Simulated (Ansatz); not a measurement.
Elastic constant C44 (GPa) of 20 transition metals, computed with LDA in Ansatz (PAW) and with PBEsol in Ansatz (plane waves, PAW). The set holds measured phases with no doubt noted on the run or the magnetic state but for the caveats below. 6 more of the class have both values but aren't in it, for one of these reasons: built or high-temperature cells, doubts on the run or the magnetic state, unlike cells, values of zero, layered or molecular crystals. Solids without a value at one level (not run, failed, or a magnetic order lost), or held back for tests, aren't counted.

All rows, in order of the shift (worked out from unrounded values):

| solid | LDA | PBEsol | shift (%) |
|---|---|---|---|
| bcc Fe | 155 | 134 | -13.6 |
| fcc Ag | 61.9 | 55.8 | -9.9 |
| hcp Co | 121 | 111 | -8.1 |
| fcc Cu | 102 | 95.9 | -6.3 |
| hcp Sc | 34.3 | 32.2 | -6.1 |
| fcc Pd | 79.0 | 74.3 | -6.0 |
| double-hcp La | 17.4 | 16.5 | -5.3 |
| fcc Rh | 222 | 211 | -4.9 |
| fcc Pt | 80.2 | 76.3 | -4.8 |
| fcc Ni | 161 | 154 | -4.5 |
| hcp Ru | 216 | 207 | -4.0 |
| hcp Re | 180 | 174 | -3.7 |
| hcp Tc | 155 | 149 | -3.6 |
| fcc Au | 40.9 | 39.6 | -3.3 |
| fcc Ir | 292 | 283 | -3.1 |
| hcp Os | 285 | 278 | -2.3 |
| hcp Y | 25.9 | 26.4 | +1.9 |
| hcp Hf | 46.5 | 52.4 | +12.8 |
| hcp Ti | 36.5 | 43.0 | +17.9 |
| hcp Zr | 17.0 | 22.2 | +30 |

The shift from LDA to PBEsol has a median of -4.2 %, and eight in ten lie between -8.3 % and +13.3 %; PBEsol is the larger in 4 of 20. Each level is at its own cell, so the shift holds the change of volume too.

Ansatz's runs of these crystals have no spin polarisation, but for bcc Fe, hcp Co, fcc Ni.

Density-functional runs with spin start from parallel moments for bcc Fe, parallel moments for hcp Co, parallel moments for fcc Ni.

Spin–orbit coupling is left out, also for the solids with elements from indium on (fcc Pt, hcp Os, double-hcp La, fcc Ir, hcp Re, hcp Hf, fcc Au); its size isn't shown.

Each level is taken at its own relaxed cell. Ansatz's density-functional and Hartree–Fock values are scalar-relativistic unless marked +SOC, with PAW data made under PBE.

Ansatz is an electronic-structure program.
